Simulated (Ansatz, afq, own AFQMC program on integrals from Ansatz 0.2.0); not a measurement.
**Breaking C2–C1 in C₂H₄, singlet**

```yaml
atoms:
  - { symbol: C, position_ang: [-0.0879, -0.6436, -0.1436] }
  - { symbol: C, position_ang: [0.0879, 0.6436, 0.1436] }
  - { symbol: H, position_ang: [0.0325, -1.4236, 0.6145] }
  - { symbol: H, position_ang: [-0.3604, -0.9761, -1.1500] }
  - { symbol: H, position_ang: [-0.0325, 1.4236, -0.6145] }
  - { symbol: H, position_ang: [0.3604, 0.9761, 1.1500] }
```

Products: CH₂ (triplet, the lower of two spins tried; CH2) and CH2 (triplet), each relaxed with PBE0/def2-SVP like the molecule; electronic energies without zero-point terms. Determinants: RHF, UHF and UHF in that order.

Basis def2-TZVP. Only valence electrons are correlated. AFQMC by an in-house program on the Cholesky factors that Ansatz 0.2.0 writes for its CCSD(T) run. ph-AFQMC/CISD is guided by a CISD state made of CCSD amplitudes; releasing the constraint for a short imaginary time cuts its bias at the price of noise, slowly where states lie close. ± is one standard error of the sampling. The errors of all members are added in quadrature.

No full CI on the walks' own integrals is used here; CCSDT(Q) serves as the reference and is uncertain by about the last step of the cluster series. Each member takes its own surest rung, up to full CI.

The best estimate is CCSD(T) at the basis-set limit (CBS: def2-TZVPP and def2-QZVPP, with their diffuse functions for anions and beside diffuse sets, CCSD(T) itself extrapolated) plus the step from CCSD(T) to CCSDT(Q) in def2-TZVP. Rows without CBS are in def2-TZVP; B2PLYP and the wave-function rows carry a basis error of their own. Core correlation and relativity beyond core potentials are missing, and ± holds the sampling alone.

Cautions: C₂H₄ (singlet): the released energies move by 1.5 errors or more from one time to the next, so no released level is given (meV from the phaseless value at times in 1/Eh: -13 ± 5 at 0.24, -21 ± 5 at 0.51, -12 ± 6 at 0.99, -11 ± 5 at 1.62, -28 ± 7 at 2.40), though the last usable value meets CCSDT(Q) within the noise, its ph-AFQMC/CISD value lies 16 ± 5 meV above CCSDT(Q).

```csv
level,bond energy (eV)
wB97M-V,7.927
HF,5.136
PBE0,7.654
```

Task: From these cheaper values, estimate the bond energy at the level of the best estimate.

Result: 7.887 eV (best estimate, highest rung CCSDT(Q)).

```json
{"level": "MP2", "bond energy (eV)": "7.840", "error against the best estimate (eV)": "-0.047"}
{"level": "CCSD", "bond energy (eV)": "7.474", "error against the best estimate (eV)": "-0.413"}
{"level": "CCSD(T)", "bond energy (eV)": "7.694", "error against the best estimate (eV)": "-0.193"}
{"level": "CCSDT", "bond energy (eV)": "7.680", "error against the best estimate (eV)": "-0.208"}
{"level": "CCSDT(Q)", "bond energy (eV)": "7.695", "error against the best estimate (eV)": "-0.192"}
{"level": "ph-AFQMC/CISD", "bond energy (eV)": "7.683 ± 0.005", "error against the best estimate (eV)": "-0.205 ± 0.005"}
{"level": "HF/CBS", "bond energy (eV)": "5.141", "error against the best estimate (eV)": "-2.746"}
{"level": "MP2/CBS", "bond energy (eV)": "8.080", "error against the best estimate (eV)": "0.193"}
{"level": "CCSD(T)/CBS", "bond energy (eV)": "7.886", "error against the best estimate (eV)": "-0.001"}
{"level": "PBE", "bond energy (eV)": "7.921", "error against the best estimate (eV)": "0.034"}
{"level": "r2SCAN", "bond energy (eV)": "7.347", "error against the best estimate (eV)": "-0.540"}
{"level": "B3LYP", "bond energy (eV)": "7.766", "error against the best estimate (eV)": "-0.121"}
{"level": "B2PLYP", "bond energy (eV)": "7.807", "error against the best estimate (eV)": "-0.081"}
```

Correlation beyond CCSD(T) changes it by less than 2 meV. Going to the basis-set limit adds 0.192 eV at CCSD(T). The perturbative (T) step is worth +0.220 eV. The functionals spread over 0.580 eV; PBE and wB97M-V come nearest and r2SCAN is 0.540 eV too low.

Best estimates are given only where the step beyond CCSD(T) is under 0.3 eV and no member's determinant is very poor (T1 over 0.05, or 0.07 for open shells, ⟨S²⟩ too high by 0.3, two states mixed), so the hardest cases are missing from such tables.

The functionals ran in a triple-zeta set and keep a basis error of their own, a few kJ/mol for each bond in atomization energies and more for double hybrids, so close places among them and the extrapolated levels can swap.

CCSDT and higher add their correlation energy to the determinant of the CCSD(T) run, since their own runs factorise the integrals more tightly (a shift of under 2 meV). Each member of a difference takes its own highest rung, so a best estimate needn't equal the limit plus the step of one row. A walk keeps the symmetry of its determinant, which the program's search chose and which needn't be the lowest solution, so a lower state of the same spin and another symmetry isn't excluded.
